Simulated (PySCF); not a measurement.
## Excited states of `C=C1CCO1`, C4H6O

Computed, not measured: TDA wB97X-D/def2-SVP excited states, vertical, gas phase (PySCF). Geometry: GFN2-xTB.

Input:
```
{"job": {"kind": "states", "xc": "wB97X-D", "basis": "def2-SVP", "tda": true, "soc": true, "nstates": 6, "ntriplets": 4, "nquad": 4}, "charge": 0, "multiplicity": 1}
C      1.852295    -0.243997     0.422057
C      0.551400    -0.193040     0.222095
C     -0.398288     0.653367    -0.580316
C     -1.457191    -0.268482     0.037223
O     -0.444607    -0.992794     0.747360
H      2.289821    -0.979823     1.070357
H      2.504665     0.455984    -0.064735
H     -0.453089     1.698215    -0.284096
H     -0.284169     0.582762    -1.659473
H     -2.161604     0.205522     0.724007
H     -1.993809    -0.915044    -0.660440
```
Coordinates are in Å.

Command: `OMP_NUM_THREADS=1 python excited_run.py task.json out`

**Question.** Show the output.

**Answer.** H and L stand for HOMO and LUMO.
```
coarse grid: 9152 points
cycle   1  E = -230.8388538100  dE =  9.165e-01  |g| = 5.783e-01  |ddm| = 3.441e+00
cycle   2  E = -230.8316732962  dE =  7.181e-03  |g| = 6.546e-01  |ddm| = 1.026e+00
cycle   3  E = -230.9083105232  dE = -7.664e-02  |g| = 6.181e-02  |ddm| = 5.279e-01
cycle   4  E = -230.9089798283  dE = -6.693e-04  |g| = 2.696e-02  |ddm| = 7.059e-02
cycle   5  E = -230.9091552237  dE = -1.754e-04  |g| = 8.186e-03  |ddm| = 3.442e-02
cycle   6  E = -230.9091716496  dE = -1.643e-05  |g| = 1.818e-03  |ddm| = 9.676e-03
cycle   7  E = -230.9091726652  dE = -1.016e-06  |g| = 4.982e-04  |ddm| = 2.985e-03
final grid: 88272 points
cycle   8  E = -230.9519469642  dE = -1.017e-04  |g| = 4.468e-03  |ddm| = 3.145e-02
cycle   9  E = -230.9519495701  dE = -2.606e-06  |g| = 3.952e-03  |ddm| = 9.099e-03
cycle  10  E = -230.9519525587  dE = -2.989e-06  |g| = 7.989e-04  |ddm| = 3.431e-03
cycle  11  E = -230.9519526817  dE = -1.230e-07  |g| = 3.687e-04  |ddm| = 1.072e-03
cycle  12  E = -230.9519527144  dE = -3.277e-08  |g| = 5.727e-05  |ddm| = 5.626e-04
cycle  13  E = -230.9519527156  dE = -1.113e-09  |g| = 2.681e-05  |ddm| = 1.162e-04
cycle  14  E = -230.9519527158  dE = -2.357e-10  |g| = 7.414e-06  |ddm| = 5.116e-05
converged SCF energy = -230.9519527158

Singlet excitations
state   eV       nm        f     d(h-e)  d(exc)  Lambda  PR(NTO)  |dmu|/D   mu/D   main configurations
  1   7.5832   163.5   0.00176   0.802   2.718   0.426   1.029    2.319    1.366   H->L+2 0.76, H->L+1 0.21
  2   7.6248   162.6   0.43542   0.650   2.618   0.786   1.122    1.866    1.443   H->L 0.92
  3   8.1135   152.8   0.00688   2.008   3.489   0.328   1.031    7.213    5.211   H->L+1 0.76, H->L+2 0.21
  4   8.4034   147.5   0.00029   0.674   3.006   0.365   1.029    2.422    2.928   H->L+3 0.85, H->L+5 0.10
  5   8.7627   141.5   0.00322   0.900   2.444   0.499   1.035                     H-1->L 0.91
  6   9.1374   135.7   0.20570   1.788   3.434   0.452   1.085                     H->L+4 0.94

Triplet excitations (Tamm-Dancoff)
state   eV     d(h-e)  d(exc)  Lambda  PR(NTO)   main configurations
  1   4.4849   0.211   2.102   0.787   1.007   H->L 0.92
  2   7.2411   0.716   2.614   0.442   1.031   H->L+2 0.83, H->L+1 0.12
  3   8.0202   2.045   3.481   0.314   1.029   H->L+1 0.83, H->L+2 0.12
  4   8.1987   0.765   2.924   0.369   1.082   H->L+3 0.79, H->L+5 0.15
S1 - T1 = 3.0982 eV

Spin-orbit couplings |<S|Hso|T>| (cm-1)
             T1       T2       T3       T4
S0        0.012   13.530    8.044    7.357
S1        4.955    0.122    1.733    2.671
S2        0.063    4.565    2.660    5.837
S3        2.517    1.279    0.228    0.545
S4        1.694    3.292    0.225    0.009
S5       20.650    0.246    0.163    0.010
S6        0.035    4.367    0.889    2.284
T1 sublevels (cm-1): 0.000 0.013 0.013   radiative rates (1/s): 0.484 4.28e-05 0.045
```

States above about 8.2 eV lie in this functional's continuum (it starts at minus the energy of the highest occupied orbital, well below the true ionisation energy for most functionals) and depend on the basis.

It took 12 s wall time on 1 thread of an Arm Neoverse V1, shared host, peak memory 0.49 GiB.
